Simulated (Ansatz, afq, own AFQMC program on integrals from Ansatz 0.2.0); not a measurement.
## Where AFQMC and coupled cluster stand for NHBr, quartet

| atom | x (Å) | y (Å) | z (Å) |
| --- | --- | --- | --- |
| Br | 0.0000 | 0.0000 | -1.4640 |
| H | 0.0000 | 0.0000 | 0.1100 |
| N | 0.0000 | 0.0000 | 1.3540 |

Connectivity, by distances: Br ··· N, 1 bridging H.

Basis cc-pVTZ. Only valence electrons are correlated. AFQMC by an in-house program on the Cholesky factors that Ansatz 0.2.0 writes for its CCSD(T) run. ph-AFQMC/CISD is guided by a CISD state made of CCSD amplitudes; releasing the constraint for a short imaginary time cuts its bias at the price of noise, slowly where states lie close. Error bars are statistical, one sigma. No spin–orbit coupling.

Determinant: UHF, the one that the program's search chose, which needn't be the lowest solution. The geometry is a point of a scan.

No full CI on the walks' own integrals is used here; CCSDT(Q) serves as the reference and is uncertain by about the last step of the cluster series.

Cautions: no relativity below Rb; no spin-orbit coupling; inner d shell frozen; lower spins were not checked.

- T1 diagnostic: 0.0176
- weight of the determinant in the CISD state: 0.876
- ⟨S²⟩ of the determinant: 3.798
- size of the correlated space: 13 electrons in 72 orbitals

| level | correlation energy (eV) |
| --- | --- |
| MP2 | -7.7951 |
| CCSD | -8.7593 |
| CCSD(T) | -9.0728 |

**Question.** Estimate where AFQMC with the constraint released lies against CCSD(T) on the same integrals.

**Answer.** 1.81 ± 0.25 mEh below CCSD(T).

Reference: CCSDT(Q), correlation energy -9.119 eV. The released energy is read at 1.62 1/Eh, later times being too noisy (meV from the phaseless value at times in 1/Eh: -10 ± 3 at 0.24, -16 ± 5 at 0.51, -20 ± 5 at 0.99, -20 ± 7 at 1.62, -26 ± 9 at 2.40).

```
         level  E − E(reference) (mEh)  share of correlation (%)
       CCSD(T)                    1.70                     99.49
         CCSDT                    0.50                     99.85
 ph-AFQMC/CISD             0.63 ± 0.12                     99.81
released AFQMC            -0.10 ± 0.25                    100.03
```

A walk keeps the symmetry of its determinant, which the program's search chose and which needn't be the lowest solution, so a lower state of the same spin and another symmetry isn't excluded. Released energies are given only where the last usable release times agree within the noise; a slower fall can still hide under it.
